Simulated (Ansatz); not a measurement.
# BH4+ (triplet): wave-function methods side by side at distance B1–H5 = 1.389 Å, cc-pVDZ

Aim: climb from Hartree-Fock through coupled cluster and multireference methods for BH4+ (triplet) at one geometry and basis, and see what each rung misses.

Program: Ansatz 0.2.0, Gaussian basis. Level of theory: cc-pVDZ, core rule «outside noble gas», up to 1 orbitals frozen. These are calculated values, not measurements.

To be run: UHF; CCSD(T) on ROHF; CCSD(T) on UHF; BCCD(T) on ROHF; CISD; CCSDT(Q) on ROHF; CCSDT(Q) on UHF; CASSCF and MRCISD+Q, 4 electrons in 4 orbitals; CASSCF and NEVPT2, 4 electrons in 4 orbitals; CASSCF and MRCISD+Q, 6 electrons in 8 orbitals; CASSCF and NEVPT2, 6 electrons in 8 orbitals; Full CI.

17 further runs of the same task are left out: 12 that didn't finish, 5 set aside as unsound or not needed.

## 1. The system

The geometry derives from a PBE0/def2-TZVP stationary point (not a proven minimum). One bond is set to the value named and the two fragments are kept rigid.

5 atoms, charge 1, spin multiplicity 3.

Atoms are counted from 1 here; the program's logs count them from 0.

Bond lengths: B1–H2 1.256 Å, B1–H3 1.256 Å, B1–H4 1.256 Å, B1–H5 1.389 Å. Angles: H2–B1–H3 65.3°, H2–B1–H4 135.2°, H2–B1–H5 135.2°, H3–B1–H4 135.2°, H3–B1–H5 135.2°, H4–B1–H5 65.3°.

## 2. UHF

in.yaml reads:

```yaml
crystal:
  periodic: [false, false, false]
  atoms:
    - {symbol: B, position_ang: [-0.003488, 0.003500, 0.007558]}
    - {symbol: H, position_ang: [0.468986, 0.489795, 1.064862]}
    - {symbol: H, position_ang: [-0.489279, -0.467384, 1.065803]}
    - {symbol: H, position_ang: [-0.475401, 0.474902, -1.056719]}
    - {symbol: H, position_ang: [0.533110, -0.534850, -1.155009]}
basis:
  gaussian: {orbitals: cc-pVDZ}
total_charge: 1
magnetization: {spin_polarized: true, initial_magnetization: 2}
hamiltonian: {xc: hf}
output: {orbitals: {seedname: orbitals}}
```

Run with:

```console
ansatz run in.yaml --threads 1 --pin off --events-out ev --progress --plain --max-ram 2393MiB
```

After this run come: CCSD(T) on ROHF; CCSD(T) on UHF; BCCD(T) on ROHF; CISD; CCSDT(Q) on ROHF; CCSDT(Q) on UHF; CASSCF and MRCISD+Q, 4 electrons in 4 orbitals; CASSCF and NEVPT2, 4 electrons in 4 orbitals; CASSCF and MRCISD+Q, 6 electrons in 8 orbitals; CASSCF and NEVPT2, 6 electrons in 8 orbitals; Full CI.

Q: Predict the results of all the runs planned. Wanted: FCI below the RHF energy; RMP2 from FCI; UMP2 from FCI; RCCSD from FCI; RCCSD(T) from FCI; UCCSD(T) from FCI; RCCSDT(Q) from FCI; UCCSDT(Q) from FCI; NEVPT2 pair from FCI.

As calculated:

```
                         quantity                                                                                               value
         FCI below the RHF energy                                                                                          -3.2245 eV
                    RMP2 from FCI                                                                                     +16.41 kcal/mol
                    UMP2 from FCI                                                                                     +17.00 kcal/mol
                   RCCSD from FCI                                                                                      +1.78 kcal/mol
                RCCSD(T) from FCI                                                                                      +0.39 kcal/mol
                UCCSD(T) from FCI                                                                                      +0.38 kcal/mol
               RCCSDT(Q) from FCI                                                                                       0.00 kcal/mol
               UCCSDT(Q) from FCI                                                                                      -0.01 kcal/mol
             NEVPT2 pair from FCI                                                                                     +16.64 kcal/mol
           MRCISD+Q pair from FCI                                                                                      -0.24 kcal/mol
          NEVPT2 valence from FCI                                                                                     +10.01 kcal/mol
levels within 1 kcal/mol (43 meV)  RCCSD(T), UCCSD(T), BCCD(T), RCCSDT, UCCSDT, RCCSDT(Q), UCCSDT(Q), MRCISD+Q pair, MRCISD+Q valence
                    T1 diagnostic                                                                                               0.018
   effectively unpaired electrons                                                                                                2.02
```

RCCSD(T) misses by +0.39 kcal/mol, 0.5 % of the correlation energy. MRCISD+Q pair falls below full CI: the +Q correction isn't variational, and the cores differ from full CI's. One determinant dominates. Of the multireference levels listed MRCISD+Q valence comes nearest in total energy (+0.19 kcal/mol), which doesn't show that its space is the better one. These misses are within one basis, not against nature; the frozen cores of restricted and unrestricted runs differ, which can shift their rows.
